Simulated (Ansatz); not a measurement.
Compare A (`CC/N=C\F`) with its isomer B (`C/C(F)=C/N`).

Computed with Ansatz on PBE0-D4/def2-TZVP structures; ΔE is electronic, products minus reactants. CBS: MP2 limit from def2 TZ/QZ plus the TZ coupled-cluster correction, frozen cores. Double bonds are as drawn, so ΔE can hold a change between cis and trans. Functionals use def2-TZVPP. B3LYP here is the variant with VWN-RPA as its local correlation; programs differ in this. Each species was taken in one conformer, which may not be the lowest.

Which is lower in electronic energy at CCSD(T)/CBS, and by how much? (An estimate is asked.)

The calculation gave: A, by 0.9 kJ/mol. So small a gap doesn't settle the order.

Give E(B) − E(A) in kJ/mol with MP2/def2-TZVPP, r2SCAN-D4, HF/def2-TZVPP, PBE-D4, PBE0-D4, B3LYP, CCSD/def2-TZVPP. (Estimate.)

The calculation gave: MP2/def2-TZVPP 7.0, r2SCAN-D4 -1.4, HF/def2-TZVPP 8.7, PBE-D4 -1.6, PBE0-D4 -3.5, B3LYP 0.1, CCSD/def2-TZVPP 6.6. The order is the other way round with r2SCAN-D4, PBE-D4, PBE0-D4.

Largest T1 diagnostic: 0.012.
